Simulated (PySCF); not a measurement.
Molecule: SMILES CC#P, C2H3P.

Geometry:
| atom | x (Å) | y (Å) | z (Å) |
| --- | --- | --- | --- |
| C1 | -0.600 | -0.033 | 0.006 |
| C2 | 0.852 | -0.022 | -0.009 |
| P3 | 2.399 | -0.010 | -0.025 |
| H4 | -1.001 | -0.574 | -0.867 |
| H5 | -0.983 | -0.527 | 0.915 |
| H6 | -1.005 | 0.992 | -0.016 |

Geometry PBE0-D3(BJ)/def2-SVP throughout; GIAO in PySCF 2.14.0 with density-fitted response routines, gas phase, one conformer, non-relativistic; equivalent atoms averaged; functional PBE0.

(1) How do the absolute shieldings σ depend on the basis set? (ppm; last column core-seconds on 1 thread of an Arm Neoverse V1, shared host)

(2) Which nucleus moves most, in ppm?

(3) Taking the largest basis, def2-TZVP (117 functions), as the yardstick, rank the others by their worst heavy-atom deviation.

Results:

(1) 
```
    basis set  functions     C2     C1     P3  H4/H5/H6  core-s
       STO-3G         22  104.5  215.0  437.8     31.16    0.95
        6-31G         37   22.5  183.8  423.9     30.11     1.9
       6-31G*         52   28.1  179.0  410.2     29.81     2.3
     def2-SVP         61   25.7  180.8  402.8     29.30     2.3
6-311+G(2d,p)        107   10.1  171.6  347.6     29.29       4
    def2-TZVP        117    8.7  171.0  332.0     29.30     4.7
```

(2) P3 (phosphorus bonded to C): from 332.0 ppm with def2-TZVP to 437.8 ppm with STO-3G. The smallest spread is 1.87 ppm, at H4/H5/H6. Proton shifts span only some 12 ppm, so a few tenths of a ppm matter as much there as several ppm in carbon.

(3) 6-311+G(2d,p) 15.6 ppm (107 functions), def2-SVP 70.9 ppm (61 functions), 6-31G* 78.2 ppm (52 functions), 6-31G 91.9 ppm (37 functions), STO-3G 105.9 ppm (22 functions).

A small basis that lands close on one nucleus may do so by chance; judge by the trend and by all nuclei.
